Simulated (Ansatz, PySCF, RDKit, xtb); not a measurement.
# CH8NSi+: a search for the lowest isomer, part 2 of 2

Given the formula CH8NSi+ (charge +1) and nothing else, which arrangement of the atoms is the most stable in the gas at 298.15 K, and what are its properties?

xtb, Ansatz and PySCF; isolated molecules.

### 12 Density, orbitals and dipole (PBE0/def2-TZVPD)

The input, input.yaml:

```yaml
crystal:
  periodic: [false, false, false]
  atoms:
    - symbol: C
      position_ang: [-2.660056, 0.090499, -0.089078]
    - symbol: N
      position_ang: [0.133600, 0.116017, 1.093645]
    - symbol: Si
      position_ang: [-0.874616, -0.101748, -0.553461]
    - symbol: H
      position_ang: [-2.881598, 1.096005, 0.322010]
    - symbol: H
      position_ang: [-3.268767, -0.028709, -1.011148]
    - symbol: H
      position_ang: [-2.994319, -0.687090, 0.626965]
    - symbol: H
      position_ang: [-0.271715, 0.989623, -1.373113]
    - symbol: H
      position_ang: [-0.426877, -1.467849, -0.953080]
    - symbol: H
      position_ang: [-0.016312, 1.043545, 1.531263]
    - symbol: H
      position_ang: [1.154514, 0.027097, 0.936216]
    - symbol: H
      position_ang: [-0.115993, -0.591807, 1.808476]
basis:
  gaussian:
    orbitals: def2-TZVPD
hamiltonian:
  xc: pbe0
output:
  forces: true
  orbitals: {seedname: orbitals}
total_charge: 1
```

Started as:

```sh
$ ansatz run input.yaml --threads 2 --pin off --max-ram 4350MiB --events-out events.jsonl --progress --plain --runs-dir runs
```

Log (excerpt; [...] marks lines left out):

```text
Warning: RAYON_NUM_THREADS=2 ignored (pool sized by the plan → 2); use --threads N
Functional definition: PBE0
  name "PBE0"
[...]
1057 factors; their error is unknown
[...]
mean field -10524.17407431 eV, -386.7562636894 hartree, gradient 1.4e-5 eV, S^2 0.000000; 0 other end points of the search recorded, 0 dependent functions left out
[...]
reference -10524.17410758 eV, -386.7562649122 hartree; 17, 17 occupied and 172, 172 virtual orbitals, 1057 factors
Total energy: -10524.17410758 eV, -386.7562649122 hartree
Atom 0 at    -2.660056     0.090499    -0.089078 Å, force    -0.231898     0.011984    -0.015357 eV/Å
Atom 1 at     0.133600     0.116017     1.093645 Å, force     0.164089     0.036033     0.271401 eV/Å
Atom 2 at    -0.874616    -0.101748    -0.553461 Å, force     0.136949     0.035819     0.258816 eV/Å
Atom 3 at    -2.881598     1.096005     0.322010 Å, force     0.117565    -0.483101    -0.181182 eV/Å
Atom 4 at    -3.268767    -0.028709    -1.011148 Å, force     0.287016     0.054513     0.424984 eV/Å
Atom 5 at    -2.994319    -0.687090     0.626965 Å, force     0.171824     0.377481    -0.328238 eV/Å
Atom 6 at    -0.271715     0.989623    -1.373113 Å, force    -0.128092    -0.233109     0.173107 eV/Å
Atom 7 at    -0.426877    -1.467849    -0.953080 Å, force    -0.095121     0.290999     0.083338 eV/Å
Atom 8 at    -0.016312     1.043545     1.531263 Å, force     0.068116    -0.545544    -0.288752 eV/Å
Atom 9 at     1.154514     0.027097     0.936216 Å, force    -0.616484     0.046322     0.052350 eV/Å
Atom 10 at    -0.115993    -0.591807     1.808476 Å, force     0.126036     0.408601    -0.450466 eV/Å
Dipole moment:     0.541208     0.069811     0.608798 e Å
```

Run time: 4.8 s. Hardware: 2 threads of Arm Neoverse V1, shared host.

### 13 Frequencies after a tight-binding relaxation (GFN2-xTB)

The input, start.xyz:

```xyz
11
c597a
C     -2.660056     0.090499    -0.089078
N      0.133600     0.116017     1.093645
Si    -0.874616    -0.101748    -0.553461
H     -2.881598     1.096005     0.322010
H     -3.268767    -0.028709    -1.011148
H     -2.994319    -0.687090     0.626965
H     -0.271715     0.989623    -1.373113
H     -0.426877    -1.467849    -0.953080
H     -0.016312     1.043545     1.531263
H      1.154514     0.027097     0.936216
H     -0.115993    -0.591807     1.808476
```

Started as:

```sh
$ xtb start.xyz --gfn 2 --ohess tight --chrg 1
```

Log (excerpt; [...] marks lines left out):

```text
* xtb version 6.7.1
[...]
          :  # basis functions                  26          :
[...]
          :  # electrons                        20          :
[...]
          :  Hamiltonian                  GFN2-xTB          :
[...]
          :  net charge                          1          :
          :  unpaired electrons                  0          :
[...]
   *** convergence criteria satisfied after 12 iterations ***
[...]
   *** GEOMETRY OPTIMIZATION CONVERGED AFTER 7 ITERATIONS ***
[...]
   *** convergence criteria satisfied after 3 iterations ***
[...]
         ::                     SUMMARY                     ::
         :::::::::::::::::::::::::::::::::::::::::::::::::::::
         :: total energy             -10.457815587822 Eh    ::
         :: gradient norm              0.000161763779 Eh/a0 ::
         :: HOMO-LUMO gap              5.589536733525 eV    ::
         ::.................................................::
         :: SCC energy               -10.597131614611 Eh    ::
         :: -> isotropic ES            0.111597640365 Eh    ::
         :: -> anisotropic ES         -0.006852406912 Eh    ::
         :: -> anisotropic XC          0.000395340600 Eh    ::
         :: -> dispersion             -0.003834580148 Eh    ::
         :: repulsion energy           0.139316026789 Eh    ::
         :: add. restraining           0.000000000000 Eh    ::
         :: total charge               1.000000000000 e     ::
         :::::::::::::::::::::::::::::::::::::::::::::::::::::
[...]
        10        2.0000           -0.5998614             -16.3231 (HOMO)
        11                         -0.3944497             -10.7335 (LUMO)
[...]
molecular dipole:
                 x           y           z       tot (Debye)
 q only:       -1.100       0.071       0.699
   full:       -0.953       0.115       1.009       3.540
molecular quadrupole (traceless):
[...]
          | TOTAL ENERGY              -10.457815587822 Eh   |
          | TOTAL ENTHALPY            -10.361033526913 Eh   |
          | TOTAL FREE ENERGY         -10.396811028103 Eh   |
          | GRADIENT NORM               0.000161762973 Eh/α |
[...]
```

Run time: 0.13 s. Hardware: 2 threads of Arm Neoverse V1, shared host.

### 14 Electronic excitations (TD-B3LYP/def2-SVPD)

An in-house driver calls PySCF's response routines at TD-B3LYP/def2-SVPD; it has no typed input.

Log:

```text
coarse grid: 8736 points
cycle   1  E = -386.7371130254  dE =  1.208e-01  |g| = 3.437e-01  |ddm| = 3.711e+00
cycle   2  E = -386.7328936182  dE =  4.219e-03  |g| = 3.702e-01  |ddm| = 8.665e-01
cycle   3  E = -386.7708702029  dE = -3.798e-02  |g| = 4.139e-02  |ddm| = 4.254e-01
cycle   4  E = -386.7713509805  dE = -4.808e-04  |g| = 1.057e-02  |ddm| = 7.574e-02
cycle   5  E = -386.7713812319  dE = -3.025e-05  |g| = 2.905e-03  |ddm| = 1.721e-02
cycle   6  E = -386.7713829690  dE = -1.737e-06  |g| = 1.254e-03  |ddm| = 3.889e-03
final grid: 77104 points
cycle   7  E = -386.8184028635  dE = -1.812e-05  |g| = 6.124e-03  |ddm| = 4.880e-02
cycle   8  E = -386.8183952895  dE =  7.574e-06  |g| = 8.568e-03  |ddm| = 1.326e-02
cycle   9  E = -386.8184112734  dE = -1.598e-05  |g| = 3.026e-04  |ddm| = 7.240e-03
cycle  10  E = -386.8184112934  dE = -1.998e-08  |g| = 1.444e-04  |ddm| = 4.761e-04
cycle  11  E = -386.8184112985  dE = -5.123e-09  |g| = 2.733e-05  |ddm| = 1.564e-04
cycle  12  E = -386.8184112987  dE = -2.378e-10  |g| = 4.885e-06  |ddm| = 4.818e-05
converged SCF energy = -386.8184112987

Static polarisability (au): isotropic 45.166, principal 41.684 43.762 50.052

Singlet excitations
state   eV       nm        f      main configurations
  1   7.6499    162.1   0.00390   H->L 0.98
  2   7.8670    157.6   0.00781   H-1->L 0.98
  3   9.0368    137.2   0.05632   H->L+1 0.91
  4   9.1241    135.9   0.05958   H-2->L 0.93
  5   9.1378    135.7   0.00122   H-1->L+1 0.96
  6   9.4804    130.8   0.05275   H->L+2 0.93
  7   9.5380    130.0   0.00165   H-3->L 0.85, H-1->L+2 0.10
  8   9.6295    128.8   0.00128   H-1->L+2 0.65, H->L+5 0.17, H-3->L 0.12

Triplet excitations (Tamm-Dancoff, eV): 7.3546 7.4567 8.5250
```

It took 6 s on 2 threads of Arm Neoverse V1, shared host; peak memory 0.5 GiB.

The roots found:

```tsv
excited state	energy (eV)	strength
1	7.650	0.0039
2	7.867	0.0078
3	9.037	0.0563
4	9.124	0.0596
5	9.138	0.0012
6	9.480	0.0527
7	9.538	0.0016
8	9.630	0.0013
```

### 15 NMR shieldings (GIAO PBE0/pcSseg-1)

An in-house driver calls PySCF's response routines at GIAO PBE0/pcSseg-1; it has no typed input.

Log:

```text
coarse grid: 8736 points
cycle   1  E = -386.6404997393  dE =  1.357e-01  |g| = 3.143e-01  |ddm| = 2.614e+00
cycle   2  E = -386.6434402939  dE = -2.941e-03  |g| = 3.126e-01  |ddm| = 5.827e-01
cycle   3  E = -386.6687216157  dE = -2.528e-02  |g| = 3.704e-02  |ddm| = 2.791e-01
cycle   4  E = -386.6690561109  dE = -3.345e-04  |g| = 1.120e-02  |ddm| = 3.776e-02
cycle   5  E = -386.6690803309  dE = -2.422e-05  |g| = 3.029e-03  |ddm| = 9.837e-03
cycle   6  E = -386.6690821200  dE = -1.789e-06  |g| = 1.126e-03  |ddm| = 2.539e-03
final grid: 77104 points
cycle   7  E = -386.6814068896  dE = -1.473e-05  |g| = 7.870e-03  |ddm| = 1.271e-02
cycle   8  E = -386.6813990419  dE =  7.848e-06  |g| = 1.003e-02  |ddm| = 1.061e-02
cycle   9  E = -386.6814205161  dE = -2.147e-05  |g| = 3.830e-04  |ddm| = 5.809e-03
cycle  10  E = -386.6814205406  dE = -2.451e-08  |g| = 1.640e-04  |ddm| = 3.476e-04
cycle  11  E = -386.6814205468  dE = -6.178e-09  |g| = 3.103e-05  |ddm| = 1.274e-04
cycle  12  E = -386.6814205470  dE = -2.040e-10  |g| = 4.431e-06  |ddm| = 3.174e-05
converged SCF energy = -386.6814205470

GIAO shielding tensors (ppm)
atom      isotropic    diamagn.    paramagn.     s11        s22        s33       span
  0 C      188.817     254.772     -65.955    179.920    189.925    196.607     16.687
  1 N      227.243     321.225     -93.983    222.570    225.667    233.491     10.920
  2 Si     335.938     879.949    -544.010    267.162    361.690    378.964    111.802
  3 H       29.829      28.142       1.687     25.340     27.101     37.047     11.707
  4 H       29.641      26.032       3.609     25.211     25.838     37.875     12.664
  5 H       29.829      27.959       1.871     25.340     27.101     37.047     11.707
  6 H       25.740      28.717      -2.977     22.167     24.273     30.781      8.614
  7 H       25.740      28.630      -2.890     22.168     24.272     30.780      8.613
  8 H       27.622      29.243      -1.621     21.599     23.555     37.712     16.112
  9 H       27.417      30.081      -2.664     21.080     22.596     38.574     17.493
 10 H       27.620      29.022      -1.402     21.600     23.546     37.713     16.113
```

Run time: 3.9 s. Hardware: 2 threads of Arm Neoverse V1, shared host.

Isotropic shieldings, averaged over atoms that the bond graph makes equivalent (absolute, not shifts):

```tsv
atoms	shielding (ppm)
C1	188.8
N2	227.2
Si3	335.9
H4, H5, H6	29.77
H7, H8	25.74
H9, H10, H11	27.55
```

### 16 One electron fewer at the same geometry (PBE0/def2-TZVPD)

The input, input.yaml:

```yaml
crystal:
  periodic: [false, false, false]
  atoms:
    - {symbol: C, position_ang: [-2.660056, 0.090499, -0.089078]}
    - {symbol: N, position_ang: [0.133600, 0.116017, 1.093645]}
    - {symbol: Si, position_ang: [-0.874616, -0.101748, -0.553461]}
    - {symbol: H, position_ang: [-2.881598, 1.096005, 0.322010]}
    - {symbol: H, position_ang: [-3.268767, -0.028709, -1.011148]}
    - {symbol: H, position_ang: [-2.994319, -0.687090, 0.626965]}
    - {symbol: H, position_ang: [-0.271715, 0.989623, -1.373113]}
    - {symbol: H, position_ang: [-0.426877, -1.467849, -0.953080]}
    - {symbol: H, position_ang: [-0.016312, 1.043545, 1.531263]}
    - {symbol: H, position_ang: [1.154514, 0.027097, 0.936216]}
    - {symbol: H, position_ang: [-0.115993, -0.591807, 1.808476]}
basis:
  gaussian:
    orbitals: def2-TZVPD
total_charge: 2
magnetization:
  spin_polarized: true
  initial_magnetization: 1
hamiltonian:
  xc: pbe0
```

Started as:

```sh
$ ansatz run input.yaml --threads 2 --pin off --max-ram 4350MiB --events-out events.jsonl --progress --plain --runs-dir runs
```

Log:

```text
Warning: RAYON_NUM_THREADS=2 ignored (pool sized by the plan → 2); use --threads N
[... 2 set-up lines as earlier in the session ...]
  parameter a = 0.25
  parameter kappa = 0.804
  parameter beta = 0.06672455060314922
  exchange = (1 - a)*pbe_x(kappa = kappa, mu = beta*pi^2/3) + a*exact_x
  correlation = pbe_c(beta = beta)
1057 factors; their error is unknown
mean field evaluation 1: about -10481.4399 eV, gradient 8.0e1 eV
mean field evaluation 2: about -10454.4004 eV, gradient 9.7e1 eV
mean field evaluation 4: about -10506.5227 eV, gradient 9.7e0 eV
mean field evaluation 8: about -10507.1089 eV, gradient 1.5e-1 eV
mean field evaluation 16: about -10507.1001 eV, gradient 6.5e-3 eV
mean field evaluation 32: about -10507.2863 eV, gradient 4.9e-1 eV
mean field -10507.39845268 eV, -386.1397709653 hartree, gradient 2.1e-5 eV, S^2 0.756211; 4 other end points of the search recorded, 0 dependent functions left out
reference -10507.39848368 eV, -386.1397721046 hartree; 17, 16 occupied and 172, 173 virtual orbitals, 1057 factors
Total energy: -10507.39848368 eV, -386.1397721046 hartree
```

Run time: 14 s. Hardware: 2 threads of Arm Neoverse V1, shared host.

Difference from the parent: 16.78 eV.

### 17 One electron more at the same geometry (PBE0/def2-TZVPD)

The input, input.yaml:

```yaml
crystal:
  periodic: [false, false, false]
  atoms:
    - symbol: C
      position_ang: [-2.660056, 0.090499, -0.089078]
    - symbol: N
      position_ang: [0.133600, 0.116017, 1.093645]
    - symbol: Si
      position_ang: [-0.874616, -0.101748, -0.553461]
    - symbol: H
      position_ang: [-2.881598, 1.096005, 0.322010]
    - symbol: H
      position_ang: [-3.268767, -0.028709, -1.011148]
    - symbol: H
      position_ang: [-2.994319, -0.687090, 0.626965]
    - symbol: H
      position_ang: [-0.271715, 0.989623, -1.373113]
    - symbol: H
      position_ang: [-0.426877, -1.467849, -0.953080]
    - symbol: H
      position_ang: [-0.016312, 1.043545, 1.531263]
    - symbol: H
      position_ang: [1.154514, 0.027097, 0.936216]
    - symbol: H
      position_ang: [-0.115993, -0.591807, 1.808476]
basis:
  gaussian: {orbitals: def2-TZVPD}
magnetization: {spin_polarized: true, initial_magnetization: 1}
hamiltonian: {xc: {name: PBE0}}
scf: {lower_state_search: off}
```

Started as:

```sh
$ ansatz run input.yaml --threads 2 --pin off --max-ram 4350MiB --events-out events.jsonl --progress --plain --runs-dir runs
```

Log (excerpt; [...] marks lines left out):

```text
Warning: RAYON_NUM_THREADS=2 ignored (pool sized by the plan → 2); use --threads N
[... 2 set-up lines as earlier in the session ...]
[...]
1057 factors; their error is unknown
[...]
mean field -10528.05845382 eV, -386.8990120034 hartree, gradient 5.5e-6 eV, S^2 0.751661; 0 other end points of the search recorded, 0 dependent functions left out
reference -10528.05849931 eV, -386.8990136752 hartree; 18, 17 occupied and 171, 172 virtual orbitals, 1057 factors
Total energy: -10528.05849931 eV, -386.8990136752 hartree
Checks for a lower state left out: stability, starts, cluster_reference, orbital_swaps, neighbouring_geometries, increment
```

Run time: 4.2 s. Hardware: 2 threads of Arm Neoverse V1, shared host.

Parent less the species with the added electron: 3.88 eV.

### 18 The triplet at the same geometry (PBE0/def2-TZVPD)

Changes to input.yaml since step 17:

```diff
@@ -5,3 +5,3 @@
       position_ang: [-2.660056, 0.090499, -0.089078]
-    - symbol: N
+    - symbol: "N"
       position_ang: [0.133600, 0.116017, 1.093645]
@@ -27,4 +27,4 @@
   gaussian: {orbitals: def2-TZVPD}
-magnetization: {spin_polarized: true, initial_magnetization: 1}
+total_charge: 1
+magnetization: {spin_polarized: true, initial_magnetization: 2}
 hamiltonian: {xc: {name: PBE0}}
-scf: {lower_state_search: off}
```

Started as:

```sh
$ ansatz run input.yaml --threads 2 --pin off --max-ram 4350MiB --events-out events.jsonl --progress --plain --runs-dir runs
```

Log (excerpt; [...] marks lines left out):

```text
Warning: RAYON_NUM_THREADS=2 ignored (pool sized by the plan → 2); use --threads N
[... 7 set-up lines as earlier in the session ...]
1057 factors; their error is unknown
mean field evaluation 1: about -10497.7352 eV, gradient 6.7e1 eV
mean field evaluation 2: about -10471.1882 eV, gradient 9.0e1 eV
mean field evaluation 4: about -10516.4006 eV, gradient 5.3e0 eV
mean field evaluation 8: about -10516.6123 eV, gradient 1.1e-1 eV
mean field evaluation 16: about -10516.6063 eV, gradient 3.1e-3 eV
mean field evaluation 32: about -10516.6535 eV, gradient 2.6e-1 eV
mean field evaluation 64: about -10516.6529 eV, gradient 3.0e-2 eV
mean field -10516.67354704 eV, -386.4806243963 hartree, gradient 6.7e-6 eV, S^2 2.005703; 6 other end points of the search recorded, 0 dependent functions left out
reference -10516.67359384 eV, -386.4806261161 hartree; 18, 16 occupied and 171, 173 virtual orbitals, 1057 factors
Total energy: -10516.67359384 eV, -386.4806261161 hartree
```

Run time: 43 s. Hardware: 2 threads of Arm Neoverse V1, shared host; peak memory 0.63 GiB.

It lies 7.50 eV above the singlet.

### 19 Stability of the closed-shell solution (PBE0/def2-SVP)

The input, input.py:

```python
from pyscf import gto, dft

mol = gto.M(
    atom=[
    ('C', (-2.660056, 0.090499, -0.089078)),
    ('N', (0.133600, 0.116017, 1.093645)),
    ('Si', (-0.874616, -0.101748, -0.553461)),
    ('H', (-2.881598, 1.096005, 0.322010)),
    ('H', (-3.268767, -0.028709, -1.011148)),
    ('H', (-2.994319, -0.687090, 0.626965)),
    ('H', (-0.271715, 0.989623, -1.373113)),
    ('H', (-0.426877, -1.467849, -0.953080)),
    ('H', (-0.016312, 1.043545, 1.531263)),
    ('H', (1.154514, 0.027097, 0.936216)),
    ('H', (-0.115993, -0.591807, 1.808476)),
],
    charge=1,
    verbose=3,
    basis='def2-svp',
    max_memory=3100,
)

mf = dft.RKS(mol)
mf.xc = 'pbe0'
mf = mf.density_fit(auxbasis='def2-universal-jkfit')
mf.grids.level = 3
mf.max_cycle = 100
mf.kernel()
if not mf.converged:
    mf = mf.newton().run(mf.mo_coeff, mf.mo_occ)

etot = mf.e_tot
print('Final energy', etot)
mo_i, mo_e, stable_i, stable_e = mf.stability(internal=True, external=True, return_status=True)
print('stable: internal', stable_i, 'external', stable_e)
```

Started as:

```sh
$ OMP_NUM_THREADS=2 python input.py
```

Log:

```text
converged SCF energy = -386.546002841745
Final energy -386.54600284174546
<class 'pyscf.df.df_jk.DFRKS'> wavefunction is stable in the internal stability analysis
<class 'pyscf.df.df_jk.DFRKS'> wavefunction is stable in the real -> complex stability analysis
<class 'pyscf.df.df_jk.DFRKS'> wavefunction is stable in the RHF/RKS -> UHF/UKS stability analysis
stable: internal True external True
```

Run time: 51 s. Hardware: 2 threads of Arm Neoverse V1, shared host; peak memory 0.54 GiB.

### 20 Outcome

This closing draws on all 2 parts.

| quantity | value |
| --- | --- |
| lowest structure found | C[SiH2][NH3+], singlet, Cs |
| next finalist | C[NH2+][SiH3], singlet, 17.4 kcal/mol higher in G |
| share at equilibrium, among the finalists | 100.0 % |
| funnel | 3 starts, 3 minima at GFN2-xTB, 6 screening runs, 3 relaxed, 3 ranked |
| CPU time of all runs | 12 min |
| harmonic wavenumbers, lowest and highest (PBE-D3(BJ)/def2-SVP) | 144 and 3425 cm⁻¹ |
| rotational constants, same geometry | 0.5076, 0.192, 0.1552 cm⁻¹ |
| HOMO energy (PBE0/def2-TZVPD) | -14.45 eV |
| LUMO energy (PBE0/def2-TZVPD) | -5.39 eV |
| HOMO–LUMO gap (PBE0/def2-TZVPD) | 9.06 eV |
| lowest excitation (TD-B3LYP/def2-SVPD) | 7.65 eV (f = 0.004) |
| strongest of the states computed, same level | 9.12 eV (f = 0.060) |
| lowest triplet excitation, same level, Tamm-Dancoff | 7.35 eV |
| vertical ionisation energy | 16.78 eV |
| vertical recombination energy (electron added) | 3.88 eV |
| vertical triplet less singlet | +7.50 eV |

**Reading.** The search ends on `C[SiH2][NH3+]`. The margin of 17.4 kcal/mol over the next finalist is beyond the usual error of the last level; it says nothing of structures that weren't ranked. HF/STO-3G, r2SCAN-D4/def2-SVP, PBE-D3(BJ)/def2-SVP, HF/def2-TZVP and MP2/def2-TZVP already put its bonding pattern lowest among the structures in one piece; GFN2-xTB favours the singlet C[NH2+][SiH3]. The largest share of the time went into the vibrations (40 %). The search is not exhaustive (a finite list of starts, one conformer a finalist), so a lower isomer can't be ruled out. Patterns outside the rules of the enumeration were met only by chance.
